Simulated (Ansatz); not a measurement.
We consider hcp Hf, described by LDA in Ansatz (PAW).

Run with plane-wave cutoff 520 eV, 24×24×14 k mesh (along the axes of the cell as run), Fermi–Dirac smearing 0.039 eV (set by the program), scalar-relativistic PAW data made under PBE.

Computed at the level's own relaxed cell.

Task: Give the computed Voigt–Reuss–Hill shear modulus (Hill average), elastic constant C13, elastic constant C12, elastic constant C11, elastic constant C33, elastic constant C44 and elastic constant C66.

Result: 
- Voigt–Reuss–Hill shear modulus (Hill average) = 53.2 GPa
- elastic constant C13 = 81.1 GPa
- elastic constant C12 = 80.7 GPa
- elastic constant C11 = 193 GPa
- elastic constant C33 = 214 GPa
- elastic constant C44 = 46.5 GPa
- elastic constant C66 = 56.1 GPa

Elastic constants are with the ions relaxed.

Spin–orbit coupling is not included.

The computed numbers hold no vibrational or temperature effects.

Ansatz is a first-principles code.
